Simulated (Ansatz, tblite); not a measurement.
# The cluster Si₂S₂−: a ladder of methods and basis sets, part 2 of 2

Aim: run the doublet of the cluster Si₂S₂− at one geometry on many levels, and compare frontier levels, spin and run time.

Ansatz 0.2.0, Gaussian basis; as each input shows. Earlier steps stand in the parts before.

## 11. PBE-D4/def2-SVPD

Contents of in.yaml:

```yaml
crystal:
  periodic: [false, false, false]
  atoms:
    - {symbol: Si, position_ang: [-0.137470, 1.513833, -0.024961]}
    - {symbol: Si, position_ang: [0.137454, -1.513632, 0.024898]}
    - {symbol: S, position_ang: [-1.566870, -0.143036, -0.039526]}
    - {symbol: S, position_ang: [1.566886, 0.142836, 0.039579]}
basis:
  gaussian: {orbitals: def2-SVPD, initial_orbitals: start.molden}
total_charge: -1
magnetization: {spin_polarized: true, initial_magnetization: 1}
hamiltonian: {xc: pbe, dispersion: d4}
scf: {omitted_lower_state_checks: [starts]}
output: {orbitals: {seedname: orbitals}}
```

Run with:

```sh
> ansatz run in.yaml --threads 4 --pin off --events-out ev --progress --plain --max-ram 3916MiB
```

What it wrote:

```text
Functional definition: PBE
  name "PBE"
  cite "Perdew, Burke & Ernzerhof, Phys. Rev. Lett. 77, 3865 (1996) doi:10.1103/PhysRevLett.77.3865"
  parent pbe
  parameter kappa = 0.804
  parameter beta = 0.06672455060314922
  exchange = pbe_x(kappa = kappa, mu = beta*pi^2/3)
  correlation = pbe_c(beta = beta)
these checks for a lower state are left out or cut short: starts
996 factors; their error is unknown
mean field evaluation 1: about -37400.3947 eV, gradient 5.3e0 eV
mean field evaluation 2: about -37400.4961 eV, gradient 1.3e-1 eV
mean field evaluation 4: about -37400.4848 eV, gradient 5.3e-4 eV
mean field evaluation 8: about -37400.4848 eV, gradient 1.7e-5 eV
mean field -37400.48476989 eV, -1374.4424643344 hartree, gradient 1.7e-5 eV, S^2 0.760341; 0 other end points of the search recorded, 0 dependent functions left out
reference -37400.48480696 eV, -1374.4424656965 hartree; 31, 30 occupied and 71, 72 virtual orbitals, 996 factors
Total energy: -37400.74542500 eV, -1374.4520432330 hartree
Checks for a lower state left out: starts
```

It took 2.2 s on 4 threads of Intel Xeon at 2.50GHz, shared host.

From the report: HOMO 0.62 eV, LUMO 1.54 eV (over both spins); ⟨S²⟩ 0.760 (pure: 0.75). Doubts: highest occupied level lies above zero.

## 12. PBE0-D4/def2-SVPD

in.yaml, as its differences from that of step 11:

```diff
@@ -11,3 +11,3 @@
 magnetization: {spin_polarized: true, initial_magnetization: 1}
-hamiltonian: {xc: pbe, dispersion: d4}
+hamiltonian: {xc: pbe0, dispersion: d4}
 scf: {omitted_lower_state_checks: [starts]}
```

The command is unchanged.

What it wrote, shortened:

```text
Functional definition: PBE0
  name "PBE0"
  cite "Adamo & Barone, J. Chem. Phys. 110, 6158 (1999) doi:10.1063/1.478522"
  cite "Perdew, Burke & Ernzerhof, Phys. Rev. Lett. 77, 3865 (1996) doi:10.1103/PhysRevLett.77.3865"
  parent pbe
[...]
950 factors; integrals over basis functions are off by at most 5.9e-4 eV
[...]
mean field -37403.48359341 eV, -1374.5526690661 hartree, gradient 9.7e-6 eV, S^2 0.769222; 0 other end points of the search recorded, 0 dependent functions left out
reference -37403.48362156 eV, -1374.5526701007 hartree; 31, 30 occupied and 71, 72 virtual orbitals, 950 factors
Total energy: -37403.70290591 eV, -1374.5607286517 hartree
Checks for a lower state left out: starts
```

Wall time 3.3 s (4 threads of Intel Xeon at 2.50GHz, shared host).

From the report: HOMO -0.12 eV, LUMO 2.35 eV (over both spins); ⟨S²⟩ 0.769 (pure: 0.75).

## 13. HF/6-31G

in.yaml, as its differences from that of step 12:

```diff
@@ -8,6 +8,6 @@
 basis:
-  gaussian: {orbitals: def2-SVPD, initial_orbitals: start.molden}
+  gaussian: {orbitals: 6-31G}
 total_charge: -1
 magnetization: {spin_polarized: true, initial_magnetization: 1}
-hamiltonian: {xc: pbe0, dispersion: d4}
+hamiltonian: {xc: hf}
 scf: {omitted_lower_state_checks: [starts]}
```

The command is unchanged.

What it wrote:

```text
Functional definition: HF
  name "HF"
  cite "Fock, Z. Phys. 61, 126 (1930) doi:10.1007/BF01340294"
  parent pbe
  exchange = exact_x
  correlation = 0
these checks for a lower state are left out or cut short: starts
560 factors; integrals over basis functions are off by at most 9.5e-5 eV
mean field evaluation 1: about -37355.0164 eV, gradient 9.6e0 eV
mean field evaluation 2: about -37355.0281 eV, gradient 9.6e0 eV
mean field evaluation 4: about -37356.1469 eV, gradient 1.1e0 eV
mean field evaluation 8: about -37356.1897 eV, gradient 9.2e-4 eV
mean field evaluation 16: about -37356.1901 eV, gradient 6.1e-6 eV
mean field -37356.19014904 eV, -1372.8146670421 hartree, gradient 6.1e-6 eV, S^2 0.808462; 0 other end points of the search recorded, 0 dependent functions left out
reference -37356.19014904 eV, -1372.8146670421 hartree; 31, 30 occupied and 21, 22 virtual orbitals, 560 factors
Total energy: -37356.19014904 eV, -1372.8146670421 hartree
Checks for a lower state left out: starts
```

It took 0.91 s on 4 threads of Intel Xeon at 2.50GHz, shared host.

From the report: HOMO -2.08 eV, LUMO 4.44 eV (over both spins); ⟨S²⟩ 0.808 (pure: 0.75).

## 14. B3LYP-D4/6-31G

in.yaml, as its differences from that of step 13:

```diff
@@ -11,3 +11,3 @@
 magnetization: {spin_polarized: true, initial_magnetization: 1}
-hamiltonian: {xc: hf}
+hamiltonian: {xc: {name: B3LYP}, dispersion: d4}
 scf: {omitted_lower_state_checks: [starts]}
```

Launched as before.

What it wrote, shortened:

```text
Functional definition: B3LYP
  name "B3LYP"
  cite "Stephens, Devlin, Chabalowski & Frisch, J. Phys. Chem. 98, 11623 (1994) doi:10.1021/j100096a001"
  cite "Becke, Phys. Rev. A 38, 3098 (1988) doi:10.1103/PhysRevA.38.3098"
  cite "Lee, Yang & Parr, Phys. Rev. B 37, 785 (1988) doi:10.1103/PhysRevB.37.785"
  cite "Vosko, Wilk & Nusair, Can. J. Phys. 58, 1200 (1980) doi:10.1139/p80-159"
[...]
560 factors; integrals over basis functions are off by at most 9.5e-5 eV
[...]
mean field -37425.77485198 eV, -1375.3718577089 hartree, gradient 4.6e-5 eV, S^2 0.760630; 0 other end points of the search recorded, 0 dependent functions left out
reference -37425.77504938 eV, -1375.3718649632 hartree; 31, 30 occupied and 21, 22 virtual orbitals, 560 factors
Total energy: -37426.21397542 eV, -1375.3879951978 hartree
Checks for a lower state left out: starts
```

Run time: 1.4 s. Hardware: 4 threads of Intel Xeon at 2.50GHz, shared host.

From the report: HOMO -0.08 eV, LUMO 1.93 eV (over both spins); ⟨S²⟩ 0.761 (pure: 0.75).

## 15. CCSD(T)/def2-TZVPPD

in.yaml, as its differences from that of step 14:

```diff
@@ -8,7 +8,7 @@
 basis:
-  gaussian: {orbitals: 6-31G}
+  gaussian: {orbitals: "def2-TZVPPD.json", initial_orbitals: start.molden}
 total_charge: -1
 magnetization: {spin_polarized: true, initial_magnetization: 1}
-hamiltonian: {xc: {name: B3LYP}, dispersion: d4}
-scf: {omitted_lower_state_checks: [starts]}
+correlation: {method: ccsd_t}
+scf: {omitted_lower_state_checks: [starts, cluster_reference]}
 output: {orbitals: {seedname: orbitals}}
```

The command is unchanged.

What it wrote, shortened:

```text
Functional definition: HF
  name "HF"
  cite "Fock, Z. Phys. 61, 126 (1930) doi:10.1007/BF01340294"
  parent pbe
[...]
1174 factors; integrals over basis functions are off by at most 1.3e-3 eV
[...]
mean field -37362.73851178 eV, -1373.0553149342 hartree, gradient 1.2e-6 eV, S^2 0.826473; 0 other end points of the search recorded, 0 dependent functions left out
20 core orbitals not correlated: weight in the atoms' cores, before any rotation towards them, 1.000 or more for the frozen orbitals, at most 0.000 for the correlated occupied ones
reference -37362.73851178 eV, -1373.0553149342 hartree; 11, 10 occupied and 167, 168 virtual orbitals, 1174 factors
second order -15.19410833 eV of doubles, -0.00000000 eV of singles
cycle   1  -15.52462353 eV  change   -3.3e-1 eV  update   1.2e-1
[...]
cycle  12  -16.12961691 eV  change   -1.4e-6 eV  update   1.7e-5
perturbative correction -1.08901791 eV, -0.0400206701 hartree
Total energy: -37379.95714660 eV, -1373.6880880926 hartree
Checks for a lower state left out: starts, cluster_reference
```

Run time: 54 s. Hardware: 4 threads of Intel Xeon at 2.50GHz, shared host; peak memory 3.1 GiB.

Hartree-Fock HOMO -1.64 eV, LUMO 4.29 eV (over both spins); ⟨S²⟩ 0.826 (pure: 0.75); T1 0.021.

## 16. MP2/def2-TZVPD

in.yaml, as its differences from that of step 15:

```diff
@@ -8,7 +8,7 @@
 basis:
-  gaussian: {orbitals: "def2-TZVPPD.json", initial_orbitals: start.molden}
+  gaussian: {orbitals: def2-TZVPD, initial_orbitals: start.molden}
 total_charge: -1
 magnetization: {spin_polarized: true, initial_magnetization: 1}
-correlation: {method: ccsd_t}
-scf: {omitted_lower_state_checks: [starts, cluster_reference]}
+correlation: {method: mp2}
+scf: {omitted_lower_state_checks: [starts]}
 output: {orbitals: {seedname: orbitals}}
```

The command is unchanged.

What it wrote:

```text
Functional definition: HF
  name "HF"
  cite "Fock, Z. Phys. 61, 126 (1930) doi:10.1007/BF01340294"
  parent pbe
  exchange = exact_x
  correlation = 0
these checks for a lower state are left out or cut short: starts
1086 factors; integrals over basis functions are off by at most 1.4e-3 eV
mean field evaluation 1: about -37361.9326 eV, gradient 2.7e1 eV
mean field evaluation 2: about -37362.6893 eV, gradient 1.1e0 eV
mean field evaluation 4: about -37362.7286 eV, gradient 1.7e-1 eV
mean field evaluation 8: about -37362.7288 eV, gradient 3.1e-5 eV
mean field -37362.72875531 eV, -1373.0549563906 hartree, gradient 1.9e-6 eV, S^2 0.826372; 0 other end points of the search recorded, 0 dependent functions left out
20 core orbitals not correlated: weight in the atoms' cores, before any rotation towards them, 1.000 or more for the frozen orbitals, at most 0.000 for the correlated occupied ones
reference -37362.72875531 eV, -1373.0549563906 hartree; 11, 10 occupied and 147, 148 virtual orbitals, 1086 factors
second order -14.97248665 eV of doubles, -0.00000000 eV of singles
Total energy: -37377.70124196 eV, -1373.6051851262 hartree
Checks for a lower state left out: starts
```

It took 6.5 s on 4 threads of Intel Xeon at 2.50GHz, shared host.

Report: Hartree-Fock HOMO -1.64 eV, LUMO 4.29 eV (over both spins); ⟨S²⟩ 0.826 (pure: 0.75).

## 17. RPA/def2-TZVPD

in.yaml, as its differences from that of step 16:

```diff
@@ -11,4 +11,4 @@
 magnetization: {spin_polarized: true, initial_magnetization: 1}
-correlation: {method: mp2}
+hamiltonian: {xc: pbe}
+correlation: {method: rpa}
 scf: {omitted_lower_state_checks: [starts]}
-output: {orbitals: {seedname: orbitals}}
```

Same command.

What it wrote, shortened:

```text
Functional definition: PBE
  name "PBE"
  cite "Perdew, Burke & Ernzerhof, Phys. Rev. Lett. 77, 3865 (1996) doi:10.1103/PhysRevLett.77.3865"
  parent pbe
[...]
1086 factors; integrals over basis functions are off by at most 1.4e-3 eV
[...]
mean field -37413.18572231 eV, -1374.9092157266 hartree, gradient 2.7e-6 eV, S^2 0.760977; 0 other end points of the search recorded, 0 dependent functions left out
20 core orbitals not correlated: weight in the atoms' cores, before any rotation towards them, 1.000 or more for the frozen orbitals, at most 0.000 for the correlated occupied ones
reference -37361.26958433 eV, -1373.0013328461 hartree; 11, 10 occupied and 147, 148 virtual orbitals, 1086 factors
Total energy: -37386.55209977 eV, -1373.9304481515 hartree
Checks for a lower state left out: starts
```

Wall time 6.5 s (4 threads of Intel Xeon at 2.50GHz, shared host).

⟨S²⟩ 0.761 (pure: 0.75).

## 18. Levels side by side

```csv
level,functions,HOMO (eV),LUMO (eV),gap (eV),⟨S²⟩,time
HF/6-31G,52,-2.08,4.44,6.52,0.808,0.91 s
PBE-D4/def2-SVPD,102,0.62,1.54,0.92,0.760,2.2 s
PBE-D4/def2-TZVPD,178,0.58,1.47,0.89,0.761,4.2 s
r2SCAN-D4/def2-TZVPD,178,0.32,1.75,1.43,0.777,9 s
r2SCANh-D4/def2-TZVPD,178,0.06,2.04,1.98,0.779,12 s
B3LYP-D4/6-31G,52,-0.08,1.93,2.01,0.761,1.4 s
PBE0-D4/def2-SVPD,102,-0.12,2.35,2.47,0.769,3.3 s
PBE0-D4/def2-TZVPD,178,-0.14,2.28,2.41,0.770,9.6 s
BHLYP-D4/def2-TZVPD,178,-0.58,3.10,3.68,0.774,8.5 s
LC-ωPBE/def2-TZVPD,178,-2.13,4.02,6.15,0.791,12 s
```

The pieces so far (eV):

```csv
basis,HF,MP2 correlation,CCSD correlation,(T),total
def2-TZVPPD,-37362.7385,-15.1941,-16.1296,-1.0890,-37379.9571
def2-TZVPD,-37362.7288,-14.9725,,,-37377.7012 (MP2)
```

## 19. Summary of results

The summary covers parts 1 to 2.

```
                                                   quantity                                value
 gap in def2-TZVPD, named functionals, smallest and largest  0.89 eV (PBE-D4), 6.15 eV (LC-ωPBE)
                    correlation energy, CCSD(T)/def2-TZVPPD                            -17.22 eV
                         correlation energy, MP2/def2-TZVPD                            -14.97 eV
⟨S²⟩ in def2-TZVPD, named functionals, smallest and largest                         0.761, 0.791
            PBE0 total energy, smallest basis above largest     12.59 eV (def2-SVPD, def2-TZVPD)
```

In words: Orbital gaps of the named functionals in def2-TZVPD span 0.89 eV (PBE-D4) to 6.15 eV (LC-ωPBE); exact exchange widens it. Over the named functionals in def2-TZVPD spin contamination reaches 0.04 (LC-ωPBE), which is small. PBE-D4, r2SCAN-D4, r2SCANh-D4 put the HOMO above zero; others here keep it below zero, so the sign hangs on the functional's self-interaction and doesn't show that the species is unbound.

The slowest run with a step of its own, CCSD(T)/def2-TZVPPD, took 54 s; the quickest functional in def2-TZVPD took 4.2 s (shared host).
